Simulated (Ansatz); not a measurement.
CH3FS2: structure from calculated spectroscopic constants

These gas-phase data were calculated for one isomer of CH3FS2 at B3LYP/6-31G* (harmonic, unscaled wavenumbers; equilibrium rotational constants with average atomic masses):

```
rotational constants            : 8.989, 2.705, 2.472 GHz
all wavenumbers above 1500 cm⁻¹ : 3182, 3163, 3073, 1504
```

Candidates:

(1) `FCSS`, a singlet
(2) `CSSF`, a singlet
(3) `FC(S)S`, a singlet

Q: Assign the data to one candidate and say why.

A: Candidate (2). No mode falls between 2500 and 2800 cm⁻¹, where the S–H stretch of (1), (3) would stand.

The same quantities for all candidates:

|  | rotational constants (GHz) | wavenumbers above 1500 cm⁻¹ | E above the lowest, B3LYP/6-31G* (kcal/mol) |
| --- | --- | --- | --- |
| (1) | 7.868, 2.737, 2.205 | 3137, 3061, 2642 | 0.0 |
| (2) | 8.989, 2.705, 2.472 | 3182, 3163, 3073, 1504 | 5.7 |
| (3) | 6.652, 3.048, 2.222 | 3110, 2691, 2684 | 6.5 |

Harmonic stretches to hydrogen usually lie a few per cent above observed fundamentals. Each candidate is one conformer. Programs: Ansatz 0.2.0.
